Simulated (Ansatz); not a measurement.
# CH5O (doublet): wave-function methods side by side at distance C1–H5 along a hydrogen transfer = 1.520 Å, cc-pVDZ

One table from this session's results is given with a row withheld; the runs are named, their logs left out.

Program: Ansatz 0.2.0, Gaussian basis. Level of theory: cc-pVDZ, core rule «outside noble gas», up to 2 orbitals frozen. These are calculated values, not measurements.

Plan: UHF; CCSD(T) on ROHF; CCSD(T) on UHF; BCCD(T) on ROHF; CISD; CCSDT(Q) on ROHF; CCSDT(Q) on UHF; CASSCF and MRCISD+Q, 3 electrons in 3 orbitals; CASSCF and NEVPT2, 3 electrons in 3 orbitals.

## The system

The geometry derives from fragments relaxed apart (PBE0/def2-TZVP) and kept rigid, so it is no stationary point. A hydrogen atom is moved between rigid fragments.

7 atoms, charge 0, spin multiplicity 2.

Atoms are counted from 1 here; the program's logs count them from 0.

Bond lengths: C1–H2 1.090 Å, C1–H3 1.090 Å, C1–H4 1.090 Å, H5–O6 1.162 Å, O6–H7 0.973 Å. Angles: H2–C1–H3 109.5°, H2–C1–H4 109.5°, H3–C1–H4 109.5°, H5–O6–H7 105.0°.

Set-up of the first run:

in.yaml reads:

```yaml
crystal:
  periodic: [false, false, false]
  atoms:
    - {symbol: C, position_ang: [-1.400957, 0.028666, 0.000000]}
    - {symbol: H, position_ang: [-1.764163, 1.055967, 0.000000]}
    - {symbol: H, position_ang: [-1.764163, -0.484985, 0.889668]}
    - {symbol: H, position_ang: [-1.764162, -0.484984, -0.889669]}
    - {symbol: H, position_ang: [0.119043, 0.028666, 0.000000]}
    - {symbol: O, position_ang: [1.281043, 0.028666, 0.000000]}
    - {symbol: H, position_ang: [1.532902, -0.911284, 0.000000]}
basis:
  gaussian: {orbitals: cc-pVDZ}
magnetization: {spin_polarized: true, initial_magnetization: 1}
hamiltonian: {xc: hf}
output: {orbitals: {seedname: orbitals}}
```

Launch:

```
> ansatz run in.yaml --threads 1 --pin off --events-out ev --progress --plain --max-ram 4096MiB --backend cpu
```

Among the steps run: UHF; CCSD(T) on ROHF; CCSD(T) on UHF; BCCD(T) on ROHF; CISD; CCSDT(Q) on ROHF; CCSDT(Q) on UHF; CASSCF and MRCISD+Q, 3 electrons in 3 orbitals; CASSCF and NEVPT2, 3 electrons in 3 orbitals.

One table of the session follows, with a row left open; its other results are not shown here.

It belongs to the step «Misses and costs». 

| method | from UCCSDT(Q) (kcal/mol) |
| --- | --- |
| ROHF | +247.25 |
| UHF | +241.44 |
| RMP2 | +25.62 |
| UMP2 | +26.85 |
| CISD | ? |
| RCCSD | +6.12 |
| UCCSD | +5.92 |
| RCCSD(T) | +1.02 |
| UCCSD(T) | +1.01 |
| BCCD(T) | +0.99 |
| RCCSDT | +0.53 |
| UCCSDT | +0.51 |
| RCCSDT(Q) | +0.02 |
| UCCSDT(Q) | 0 |
| CASSCF pair | +227.96 |
| NEVPT2 pair | +24.74 |
| MRCISD pair | +23.79 |
| MRCISD+Q pair | +3.66 |

Q: Estimate the row for CISD from the others.

The run gave: from UCCSDT(Q) (kcal/mol): +28.12. In the column «from UCCSDT(Q) (kcal/mol)» it lies between UMP2 (+26.85) and CASSCF pair (+227.96).

To keep in mind: Restricted and unrestricted rows rest on different reference determinants; where their highest levels disagree by more than a few hundredths of an eV, they describe different states and don't form one ladder.
